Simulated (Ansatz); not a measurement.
Stepwise reaction of `F[Si]F` with hydrogen sulfide, as a gas-phase model of exchange steps in deposition or etching. ΔE in kJ/mol; ΔG adds harmonic PBE0-D4 terms to CCSD(T)/CBS, at 1 bar.

Calculated with Ansatz (gas phase, PBE0-D4/def2-TZVP geometries, no zero-point term in ΔE). CCSD(T)/CBS adds triple-zeta CCSD(T) − MP2 to the extrapolated MP2 energy (def2 sets, frozen cores). This one scheme is used for every species. DFT in def2-TZVPP. B3LYP here is the variant with VWN-RPA as its local correlation; programs differ in this. One conformer a species, not always the lowest.

```tsv
step	reaction	PBE-D4	B3LYP-D4	ωB97M-V	CCSD(T)/CBS	ΔG(400 K)
1	`F[Si]F` + H₂S → `F[Si]S` + H–F	75.3	90.5	95.1	88.6	95.8
```

Give the row of step 2, `F[Si]S` + H₂S → `S[Si]S` + H–F. (Best estimate.)

The calculation gave: 
```tsv
step	reaction	PBE-D4	B3LYP-D4	ωB97M-V	CCSD(T)/CBS	ΔG(400 K)
2	`F[Si]S` + H₂S → `S[Si]S` + H–F	45.6	60.9	64.9	53.7	65.2
```

By hand: ΔE of the 2 steps together at CCSD(T)/CBS.

(88.6) + (53.7) = 142.3 kJ/mol, or 71.2 kJ/mol a step.

In ΔE each step is lower than the one before. All are uphill at CCSD(T)/CBS. ΔG lies between 65.2 and 95.8 kJ/mol a step. PBE-D4 differs from CCSD(T)/CBS by -13.3 to -8.1 kJ/mol a step. Isolated molecules leave out the surface, adducts and barriers. Largest T1 diagnostic: 0.015.
